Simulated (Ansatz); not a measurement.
# The magnesium atom (singlet): the correlation ladder, STO-3G

How much of the correlation energy of the magnesium atom (singlet) does each wave-function method recover here?

Computed with Ansatz 0.2.0, Gaussian basis. Level: STO-3G, core rule «outside noble gas», up to 5 orbitals frozen.

The runs, in order: UHF; CCSD(T) on RHF; BCCD(T) on RHF; CASSCF and MRCISD+Q, 2 electrons in 4 orbitals; CASSCF and MRCISD+Q(relaxed), 2 electrons in 4 orbitals; CASSCF and NEVPT4(SD), 2 electrons in 4 orbitals; CASSCF and NEVPT2, 2 electrons in 4 orbitals; Full CI.

## (1) The atom

A free atom, in its lowest state of this spin that the program finds.

1 atom, charge 0, spin multiplicity 1.

## (2) UHF

Input file in.yaml:

```yaml
crystal:
  periodic: [false, false, false]
  atoms:
    - {symbol: Mg, position_ang: [0.000000, 0.000000, 0.000000]}
basis:
  gaussian: {orbitals: STO-3G}
magnetization: {spin_polarized: true, initial_magnetization: 0}
hamiltonian: {xc: hf}
output: {orbitals: {seedname: orbitals}}
```

Started as:

```bash
$ ansatz run in.yaml --threads 1 --pin off --events-out ev --progress --plain --max-ram 2393MiB
```

After this run come: CCSD(T) on RHF; BCCD(T) on RHF; CASSCF and MRCISD+Q, 2 electrons in 4 orbitals; CASSCF and MRCISD+Q(relaxed), 2 electrons in 4 orbitals; CASSCF and NEVPT4(SD), 2 electrons in 4 orbitals; CASSCF and NEVPT2, 2 electrons in 4 orbitals; Full CI.

**Question.** What will the summary of the whole plan be? Wanted: FCI below the RHF energy; RMP2 from FCI; RCCSD from FCI; RCCSD(T) from FCI; NEVPT2 valence from FCI; NEVPT4(SD) valence from FCI; MRCISD+Q valence from FCI; T1 diagnostic; effectively unpaired electrons.

The runs gave:

| quantity | value |
| --- | --- |
| FCI below the RHF energy | -0.9856 eV |
| RMP2 from FCI | +428.3 meV |
| RCCSD from FCI | 0.0 meV |
| RCCSD(T) from FCI | 0.0 meV |
| NEVPT2 valence from FCI | -0.4 meV |
| NEVPT4(SD) valence from FCI | -0.4 meV |
| MRCISD+Q valence from FCI | -0.4 meV |
| levels within 1 kcal/mol (43 meV) | RCCSD, RCCSD(T), BCCD(T), CASSCF valence, NEVPT2 valence, NEVPT4(SD) valence, MRCISD valence, MRCISD+Q valence, MRCISD+Q(relaxed) valence |
| T1 diagnostic | 0.000 |
| effectively unpaired electrons | 0.05 |

**Reading.** RCCSD(T) misses by 0.0 meV, 0.0 % of the correlation energy. One determinant dominates. Of the multireference levels listed NEVPT2 valence comes nearest in total energy (-0.4 meV), which doesn't show that its space is the better one. These misses are within one basis, not against nature. With two correlated electrons CCSD is exact in the basis.
